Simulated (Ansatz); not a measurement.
# HClF (doublet): from Hartree-Fock to the top rungs at distance Cl1–H2 along a hydrogen transfer = 1.356 Å, cc-pVDZ

Aim: climb from Hartree-Fock through coupled cluster and multireference methods for HClF (doublet) at one geometry and basis, and see what each rung misses.

Method: cc-pVDZ, core rule «outside noble gas», up to 6 orbitals frozen; program: Ansatz 0.2.0, Gaussian basis.

Plan: UHF; CCSD(T) on ROHF; CCSD(T) on UHF; BCCD(T) on ROHF; CISD; CCSDT(Q) on ROHF; CCSDT(Q) on UHF; CASSCF and MRCISD+Q, 3 electrons in 3 orbitals; CASSCF and NEVPT2, 3 electrons in 3 orbitals; CASSCF and MRCISD+Q, 15 electrons in 9 orbitals; CASSCF and NEVPT2, 15 electrons in 9 orbitals.

5 further runs of the same task are left out: 3 that didn't finish, 2 set aside as unsound or not needed.

## 1. The system

The geometry derives from fragments relaxed apart (PBE0/def2-TZVP) and kept rigid, so it is no stationary point. A hydrogen atom is moved between rigid fragments.

3 atoms, charge 0, spin multiplicity 2.

Atoms are counted from 1 here; the program's logs count them from 0.

Bond lengths: Cl1–H2 1.356 Å, H2–F3 1.093 Å. Angles: Cl1–H2–F3 180.0°.

## 2. UHF

File in.yaml:

```yaml
crystal:
  periodic: [false, false, false]
  atoms:
    - {symbol: Cl, position_ang: [0.000000, 0.000000, -1.268333]}
    - {symbol: H, position_ang: [0.000000, 0.000000, 0.087667]}
    - {symbol: F, position_ang: [0.000000, 0.000000, 1.180667]}
basis:
  gaussian: {orbitals: cc-pVDZ}
magnetization: {spin_polarized: true, initial_magnetization: 1}
hamiltonian: {xc: hf}
output: {orbitals: {seedname: orbitals}}
```

On the command line:

```console
> ansatz run in.yaml --threads 1 --pin off --events-out ev --progress --plain --max-ram 2393MiB
```

The runs that follow: CCSD(T) on ROHF; CCSD(T) on UHF; BCCD(T) on ROHF; CISD; CCSDT(Q) on ROHF; CCSDT(Q) on UHF; CASSCF and MRCISD+Q, 3 electrons in 3 orbitals; CASSCF and NEVPT2, 3 electrons in 3 orbitals; CASSCF and MRCISD+Q, 15 electrons in 9 orbitals; CASSCF and NEVPT2, 15 electrons in 9 orbitals.

Before running them: what should the planned runs give, taken together? Wanted: UCCSDT(Q) below the RHF energy; RMP2 from UCCSDT(Q); UMP2 from UCCSDT(Q); RCCSD from UCCSDT(Q); RCCSD(T) from UCCSDT(Q); UCCSD(T) from UCCSDT(Q); RCCSDT(Q) from UCCSDT(Q); NEVPT2 pair from UCCSDT(Q); MRCISD+Q pair from UCCSDT(Q).

**Answer**, as computed:

| quantity | value |
| --- | --- |
| UCCSDT(Q) below the RHF energy | -10.0864 eV |
| RMP2 from UCCSDT(Q) | +68.6 kJ/mol |
| UMP2 from UCCSDT(Q) | +86.4 kJ/mol |
| RCCSD from UCCSDT(Q) | +19.3 kJ/mol |
| RCCSD(T) from UCCSDT(Q) | +3.2 kJ/mol |
| UCCSD(T) from UCCSDT(Q) | +3.2 kJ/mol |
| RCCSDT(Q) from UCCSDT(Q) | 0.0 kJ/mol |
| NEVPT2 pair from UCCSDT(Q) | +70.9 kJ/mol |
| MRCISD+Q pair from UCCSDT(Q) | +10.4 kJ/mol |
| NEVPT2 valence from UCCSDT(Q) | +148.3 kJ/mol |
| levels within 1 kcal/mol (43 meV) | RCCSD(T), UCCSD(T), BCCD(T), RCCSDT, UCCSDT, RCCSDT(Q) |
| T1 diagnostic | 0.025 |
| effectively unpaired electrons | 1.01 |

In words: RCCSD(T) misses by +3.2 kJ/mol, 0.3 % of the correlation energy. One determinant dominates. Of the multireference levels listed MRCISD+Q valence comes nearest in total energy (+9.8 kJ/mol), which doesn't show that its space is the better one. These misses are within one basis, not against nature; the frozen cores of restricted and unrestricted runs differ, which can shift their rows.
